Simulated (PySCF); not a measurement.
Simulated C 1s region for `c1cn[n-]c1`, binding energy against the vacuum level.

Every computed line was given a Gaussian of 0.6 eV full width at half maximum and an area set by the number of equivalent atoms; the highest printed point is 100. Method: delta-SCF UKS SCAN, pcX-2 on the ionised atom, pcseg-1 elsewhere, spin-free X2C (PySCF 2.14.0).

| binding energy (eV) | intensity |
| --- | --- |
| 283.4 | 0 |
| 283.5 | 1 |
| 283.6 | 2 |
| 283.7 | 5 |
| 283.8 | 10 |
| 283.9 | 19 |
| 284.0 | 31 |
| 284.1 | 44 |
| 284.2 | 58 |
| 284.3 | 71 |
| 284.4 | 84 |
| 284.5 | 94 |
| 284.6 | 100 |
| 284.7 | 97 |
| 284.8 | 83 |
| 284.9 | 63 |
| 285.0 | 41 |
| 285.1 | 23 |
| 285.2 | 11 |
| 285.3 | 5 |
| 285.4 | 2 |
| 285.5 | 1 |

Problem. Count the maxima, the lines and the sites behind this envelope.

Solution. The curve has 1 maximum (at 284.6 eV). Under it lie 2 lines from 2 inequivalent carbon sites. At this width some lines have no maximum of their own.

Problem. Decompose the envelope and assign each component. Numbering: `[cH:1]1[cH:2][n:3][n-:4][cH:5]1`.

Solution. 
| position (eV) | relative area | line | atoms | environment |
| --- | --- | --- | --- | --- |
| 284.24 | 1 | C 1s | C1 | aromatic CH carbon |
| 284.68 | 2 | C 1s | C2/C5 | aromatic CH next to a ring nitrogen |

Problem. What are the centre and the root-mean-square width of the whole band?

Solution. The area-weighted mean of the lines is 284.54 eV. Their own spread about it is 0.21 eV (rms) and each Gaussian has σ = 0.6/2.355 = 0.25 eV; the variances add, which gives 0.33 eV.

The listed C 1s values span 0.44 eV, from C1 (bonded to 2 C (aromatic in the SMILES) and H) to C2/C5 (bonded to N (aromatic in the SMILES), C (aromatic in the SMILES) and H).

The curve has no shake-up lines and no vibrational structure. The first atom of each set that the bonding makes equivalent was ionised and stands for the set. The species carries charge -1, so core ionisation leaves a neutral species. The basis sets have no added diffuse functions. Geometry: GFN2-xTB; no solvent, vibrations or thermal averaging.
